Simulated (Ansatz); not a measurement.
in.yaml

```yaml
crystal:
  periodic: [false, false, false]
  atoms:
    - {symbol: Si, position_ang: [-0.079581, 0.000000, 0.000000]}
    - {symbol: H, position_ang: [-0.574453, 1.399708, 0.000000]}
    - {symbol: H, position_ang: [-0.574453, -0.699854, 1.212183]}
    - {symbol: H, position_ang: [-0.574453, -0.699854, -1.212183]}
    - {symbol: H, position_ang: [1.490419, 0.000000, 0.000000]}
    - {symbol: H, position_ang: [2.450419, 0.000000, 0.000000]}
basis:
  gaussian: {orbitals: 6-31G}
magnetization: {spin_polarized: true, initial_magnetization: 1}
correlation: {method: ccsd_t, electrons: outside_noble_gas}
output: {forces: true}
```

```sh
$ ansatz run in.yaml --threads 1 --pin off --events-out ev --progress --plain --max-ram 2393MiB
```

The program prints:

```
300 factors; integrals over basis functions are off by at most 6.1e-4 eV
mean field evaluation 1: about -7935.4802 eV, gradient 6.7e0 eV
mean field evaluation 2: about -7935.4837 eV, gradient 6.7e0 eV
mean field evaluation 4: about -7936.1292 eV, gradient 1.0e0 eV
mean field evaluation 8: about -7936.1547 eV, gradient 4.5e-3 eV
mean field evaluation 16: about -7936.1547 eV, gradient 7.2e-6 eV
mean field -7936.15471769 eV, -291.6483065563 hartree, gradient 7.2e-6 eV, S^2 0.773891; 0 other end points of the search recorded, 0 dependent functions left out
5 core orbitals not correlated: weight in the atoms' cores, before any rotation towards them, 1.000 or more for the frozen orbitals, at most 0.000 for the correlated occupied ones
reference -7936.15471769 eV, -291.6483065563 hartree; 5, 4 occupied and 13, 14 virtual orbitals, 300 factors
second order -1.78022721 eV of doubles, -0.00000000 eV of singles
cycle   1  -2.24312335 eV  change   -4.6e-1 eV  update   5.7e-2
cycle   2  -2.48505012 eV  change   -2.4e-1 eV  update   2.5e-2
cycle   3  -2.49977768 eV  change   -1.5e-2 eV  update   7.5e-3
cycle   4  -2.50327866 eV  change   -3.5e-3 eV  update   2.7e-3
cycle   5  -2.50341787 eV  change   -1.4e-4 eV  update   9.1e-4
cycle   6  -2.50358149 eV  change   -1.6e-4 eV  update   3.4e-4
cycle   7  -2.50370500 eV  change   -1.2e-4 eV  update   9.0e-5
cycle   8  -2.50362579 eV  change    7.9e-5 eV  update   2.4e-5
cycle   9  -2.50363150 eV  change   -5.7e-6 eV  update   6.5e-6
cycle  10  -2.50363268 eV  change   -1.2e-6 eV  update   2.6e-6
perturbative correction -0.02743861 eV, -0.0010083502 hartree
the calculation of the forces begins
Total energy: -7938.68578898 eV, -291.7413217104 hartree
Atom 0 at    -0.079581     0.000000     0.000000 Å, force    -1.571327    -0.000004     0.000000 eV/Å
Atom 1 at    -0.574453     1.399708     0.000000 Å, force    -0.165824     0.568492     0.000000 eV/Å
Atom 2 at    -0.574453    -0.699854     1.212183 Å, force    -0.165822    -0.284244     0.492324 eV/Å
Atom 3 at    -0.574453    -0.699854    -1.212183 Å, force    -0.165822    -0.284244    -0.492324 eV/Å
Atom 4 at     1.490419     0.000000     0.000000 Å, force     1.432189    -0.000000     0.000000 eV/Å
Atom 5 at     2.450419     0.000000     0.000000 Å, force     0.636607     0.000000    -0.000000 eV/Å
Dipole moment:    -0.029072     0.000000    -0.000000 e Å
```

Forces (eV/Å):
```
Si  -1.571  0.000  0.000
H   -0.166  0.568  0.000
H   -0.166 -0.284  0.492
H   -0.166 -0.284 -0.492
H    1.432  0.000  0.000
H    0.637  0.000  0.000
```

For the same geometry and basis full CI lies 12.0 meV lower.

Ran on 1 thread of Arm Neoverse N1, shared host: 0.84 s wall, 0.15 GiB peak host memory.
